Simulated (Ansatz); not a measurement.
**Worked example: building the atomization energy of H2S, singlet**

Measured: the G2/97 heats of formation, with zero-point and thermal terms from B3LYP taken off, give an electronic atomization energy of 182.4 kcal/mol (Curtiss et al., J. Chem. Phys. 106, 1063 (1997); Staroverov et al., J. Chem. Phys. 119, 12129 (2003)). The calculation below tries to reproduce it.

Geometry (MP2(full)/6-31G*, from the G2/97 set):

```xyz
3

S     0.0000    0.0000    0.0544
H     0.0000    0.9743   -0.8648
H     0.0000   -0.9743   -0.8648
```

Atomization energies (atoms less molecule, kcal/mol) from Ansatz 0.2.0, frozen cores, restricted molecule, unrestricted atoms (their steps beyond CCSDT(Q) from restricted open-shell runs), sets cc-pV(D+d)Z, cc-pV(T+d)Z, cc-pV(Q+d)Z:

```tsv
level	DZ	TZ	QZ
HF	127.52	129.32	129.65
CCSD(T)	168.93	178.27	181.67
CCSDT	169.01	178.21	181.59
CCSDT(Q)	169.10	178.34	181.74
CCSDTQ	169.10	–	–
full CI	169.11	–	–
```

Extrapolate Hartree–Fock with exp(−5.46 √X) and the CCSD(T) correlation part with X⁻³ (X = 3, 4), add each higher step from the largest set that has it, and compare with the measured value.

Hartree–Fock: 129.65 + (129.65 − 129.32) × 0.301 = 129.75.
Correlation: TZ 48.95, QZ 52.02; (64 × 52.02 − 27 × 48.95) / 37 = 54.26.
Full triples (QZ): 181.59 − 181.67 = -0.08.
(Q) (QZ): 181.74 − 181.59 = 0.15.
Full quadruples (DZ): 169.10 − 169.10 = 0.00.
Full CI (DZ): 169.11 − 169.10 = 0.01.
Sum: 184.1 kcal/mol, 1.7 above the measured 182.4.

The steps beyond CCSD(T) add 0.08 kcal/mol, while going from QZ to the limit adds 2.34. Core correlation, scalar relativity, spin–orbit terms and the relaxation from this MP2 geometry are missing from the sum, and the measured value has its own uncertainty.
